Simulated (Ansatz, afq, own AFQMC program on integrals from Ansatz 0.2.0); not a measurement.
GeNH2, quartet → GeNH₂, sextet

```xyz
4

Ge    0.0000    0.0000    0.4319
N     0.0000    0.0000   -1.8834
H     0.0000    0.8309   -2.4773
H     0.0000   -0.8309   -2.4773
```

Connectivity, by distances: Ge–NH2.

E(sextet, charge +0) − E(quartet, charge +0) at this geometry, on UHF and UHF determinants.

Basis cc-pVDZ. Only valence electrons are correlated. AFQMC by an in-house program on the Cholesky factors that Ansatz 0.2.0 writes for its CCSD(T) run. ph-AFQMC/CISD is guided by a CISD state made of CCSD amplitudes; releasing the constraint for a short imaginary time cuts its bias at the price of noise, slowly where states lie close. ± is one standard error of the sampling. No spin–orbit coupling. The errors of all members are added in quadrature.

No full CI on the walks' own integrals is used here; CCSDT(Q) serves as the reference and is uncertain by about the last step of the cluster series. Each member takes its own surest rung, up to full CI.

Errors are counted within cc-pVDZ, not against nature.

Cautions: inner d shell frozen; no relativity below Rb; no spin-orbit coupling; GeNH₂ (quartet): another spin lies lower; GeNH₂ (sextet): another spin lies lower, the ph-AFQMC/CISD walk drifts between its halves (2.4 errors), CCSDT(Q) on the ROHF determinant differs (34 meV higher), by its state or its frozen core; the upper state may be diffuse, so the gap hangs on the basis.

Reference (CCSDT(Q)): 112.8 kcal/mol.

```tsv
level	vertical spin gap (kcal/mol)	error against CCSDT(Q) (kcal/mol)
HF	94.8	-18.0
MP2	108.0	-4.8
CCSD	112.5	-0.3
CCSD(T)	112.7	-0.1
CCSDT	112.8	0.0
ph-AFQMC/CISD	112.5 ± 0.3	-0.3 ± 0.3
released AFQMC	112.5 ± 0.5	-0.3 ± 0.5
```

Correlation beyond CCSD(T) adds 0.1 kcal/mol. The perturbative (T) step is worth +0.3 kcal/mol.

A walk keeps the symmetry of its determinant, which the program's search chose and which needn't be the lowest solution, so a lower state of the same spin and another symmetry isn't excluded. Released energies are given only where the last usable release times agree within the noise; a slower fall can still hide under it.
